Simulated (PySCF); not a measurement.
**[LiH2]-: one-bond stretch**

Computed with PySCF, PBE0, basis Li def2-TZVPD, H def2-TZVPD (no relativity, density fitting).

Rigid scan from the singlet minimum (Li–H 1.732 Å (×2); H–Li–H 180.0°). Coordinate: the bond from Li to the last atom (H) scaled, the rest fixed. Energies in kJ/mol from the minimum.

| scale of one bond | E (kJ/mol) | dipole size (D, about the centre of mass) |
| --- | --- | --- |
| 0.92 | 4.2 | 0.37 |
| 0.96 | 1.0 | 0.19 |
| 1.00 | 0.0 | 0.00 |
| 1.05 | 1.2 | 0.25 |
| 1.12 | 6.1 | 0.61 |
| 1.20 | 14.5 | 1.04 |
| 1.35 | 34.4 | 1.91 |
| 1.55 | 62.4 | – |
| 1.80 | 94.4 | – |
| 2.20 | 135.2 | – |
